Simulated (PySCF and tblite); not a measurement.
Values are calculated unless marked as measured or tabulated.
Molecule: C3H7NO, numbered as in [CH2:1]1[CH2:2][O:3][CH2:4][NH:5]1; H named by carrier, a and b as here (phase angle P 108°, Å):

```
C1      -0.607    0.883   -0.182
C2      -1.033   -0.590   -0.127
O3       0.150   -1.277   -0.470
C4       1.250   -0.478   -0.053
N5       0.764    0.843    0.311
H1a     -0.588    1.225   -1.221
H1b     -1.229    1.549    0.411
H2a     -1.805   -0.859   -0.847
H2b     -1.363   -0.866    0.887
H4a      1.781   -0.955    0.780
H4b      1.933   -0.402   -0.910
H5       0.762    0.941    1.322
```

The ring 1–2–3–4–5 is held at Altona–Sundaralingam phase angles P (ν_j = ν_max cos(P + 144°(j − 2)), ν_j about the bond from ring atom j to j + 1, counted from 0) and the rest relaxed at GFN2-xTB. Energies: PBE0/pcSseg-1 + D3(BJ). Couplings: B3LYP/6-31G* with H pcJ-1, gas phase, for ¹H. (tblite 0.8, PySCF 2.14.)

One held structure gave ³J(H1a,H5) = 8.0, ³J(H4b,H5) = 2.7, ³J(H1a,H2b) = 10.4, ³J(H1b,H2a) = 0.2, ³J(H4a,H5) = 9.9, ³J(H1b,H5) = 10.9, ²J(H4a,H4b) = -2.9, ³J(H1b,H2b) = 6.5 Hz.

(1) At which phase angle P was it held?
A. 0°
B. 36°
C. 324°
D. 108°
E. 72°
F. 216°
G. 180°
H. 144°
I. 288°
J. 252°

Answers

(1) H. It lies 3.39 kcal/mol above the lowest point.
